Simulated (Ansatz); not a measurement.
Frontier orbitals of CH₆OSi, SMILES `CO[SiH3]`.

```xyz
9

C    -0.997   -0.604   -0.704
O     0.360   -0.227   -0.674
Si    1.026    0.563    0.602
H    -1.242   -1.289    0.117
H    -1.190   -1.114   -1.649
H    -1.658    0.268   -0.638
H     2.452    0.777    0.266
H     0.902   -0.244    1.849
H     0.346    1.869    0.833
```

Charge 0, multiplicity 1. The geometry is a stationary point of PBE0-D4/def2-TZVP. Basis def2-TZVPP, the Gaussian-basis code of Ansatz.

Orbital energies of one run (eV). Highest occupied ones, from the top: -6.66, -7.36, -8.44, -8.51, -11.05, -11.09, -11.13, -13.44, -17.07, -25.41, -94.31, -94.31, -94.36, -137.60. Empty: -0.59, 0.69, 1.04, 1.05, 1.57, 2.31.

**Question.** Which functional gave them?
A. ωB97M-V
B. CAM-B3LYP
C. PBE
D. r2SCANh

**Answer.** C. HOMO energies: PBE -6.66, CAM-B3LYP -9.63, ωB97M-V -10.56, r2SCANh -7.57 eV.
